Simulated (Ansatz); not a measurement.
# C3H4N2O: a ladder of functionals and wavefunction methods

How much do the methods differ for C3H4N2O? The plan is to run it at one geometry with functionals of several rungs and with coupled cluster. The yardstick is the atomisation energy at the CCSD(T) limit.

Computed with Ansatz 0.2.0, Gaussian basis. Level: functionals in def2-TZVPP, the program's frozen cores in correlated methods.

Plan: PBE-D4, r2SCAN-D4, PBE0-D4, B3LYP-D4, ωB97X-V, ωB97M-V, B2PLYP; CCSD(T)/def2-TZVPP; MP2/def2-QZVPP; extrapolation to the limit.

**1. Structure used throughout**

An earlier PBE0-D4 in a triple-zeta def2 set relaxation fixed the geometry.

10 atoms, charge 0, spin multiplicity 1.

Atoms are counted from 1 here; the program's logs count them from 0.

Bond lengths: N1–C2 1.209 Å, N1–H7 1.017 Å, C2–C3 1.315 Å, C3–C4 1.453 Å, C3–H8 1.081 Å, C4–N5 1.267 Å, C4–O6 1.358 Å, N5–H9 1.018 Å, O6–H10 0.962 Å. Angles: C2–N1–H7 118.2°, N1–C2–C3 174.2°, C2–C3–C4 123.0°, C2–C3–H8 119.4°, C4–C3–H8 117.6°, C3–C4–N5 120.7°, C3–C4–O6 112.0°, N5–C4–O6 127.3°, C4–N5–H9 112.7°, C4–O6–H10 108.9°.

**2. PBE-D4 (GGA)**

File in.yaml:

```yaml
crystal:
  periodic: [false, false, false]
  atoms:
    - {symbol: N, position_ang: [1.299104, -0.152305, 2.302124]}
    - {symbol: C, position_ang: [0.585691, -0.450229, 1.372276]}
    - {symbol: C, position_ang: [-0.085432, -0.841357, 0.310752]}
    - {symbol: C, position_ang: [-0.323736, 0.018694, -0.836356]}
    - {symbol: N, position_ang: [-0.973193, -0.405073, -1.838613]}
    - {symbol: O, position_ang: [0.219449, 1.252211, -0.670220]}
    - {symbol: H, position_ang: [0.874398, 0.294905, 3.110542]}
    - {symbol: H, position_ang: [-0.495053, -1.841546, 0.281509]}
    - {symbol: H, position_ang: [-1.067834, 0.296310, -2.570163]}
    - {symbol: H, position_ang: [0.049604, 1.777190, -1.458851]}
basis:
  gaussian: {orbitals: def2-TZVPP}
hamiltonian: {xc: pbe, dispersion: d4}
output: {forces: true, orbitals: {seedname: orbitals}}
```

Run with:

```bash
> ansatz run in.yaml --threads 4 --pin off --events-out ev --progress --plain --max-ram 10444MiB
```

After this run come: r2SCAN-D4 (meta-GGA); PBE0-D4 (hybrid); B3LYP-D4 (hybrid); ωB97X-V (range-separated); ωB97M-V (range-separated); B2PLYP (double hybrid); CCSD(T) in def2-TZVPP; MP2 in def2-QZVPP.

**Question.** What will the summary of the whole plan be? Wanted: atomisation energy, CCSD(T)/CBS; farthest; mean size of error, hybrid; mean size of error, range-separated; gap, smallest and largest; T1 diagnostic; triples share of the correlation energy.

As calculated:

| quantity | value |
| --- | --- |
| atomisation energy, CCSD(T)/CBS | 1023.3 kcal/mol |
| functionals within 5.1 kcal/mol (0.5 %) | B2PLYP |
| farthest | PBE-D4 (+61.1 kcal/mol) |
| mean size of error, hybrid | 15.5 kcal/mol |
| mean size of error, range-separated | 9.0 kcal/mol |
| gap, smallest and largest | 4.24 eV (PBE-D4), 10.85 eV (ωB97X-V) |
| T1 diagnostic | 0.0152 |
| triples share of the correlation energy | 4.6 % |

PBE-D4 misses by +61.1 kcal/mol. Double hybrids carry the basis error of their MP2 part in triple zeta, and no dispersion term here, so their miss is partly the set-up's. Misses under about 5.1 kcal/mol are within the doubt on the reference itself, which lacks core-valence correlation, relativity and higher excitations. Hartree-Fock recovers 65 % of the binding; the rest is correlation. The gap grows from 4.2 to 10.8 eV across the functionals, mostly with the share of exact exchange.
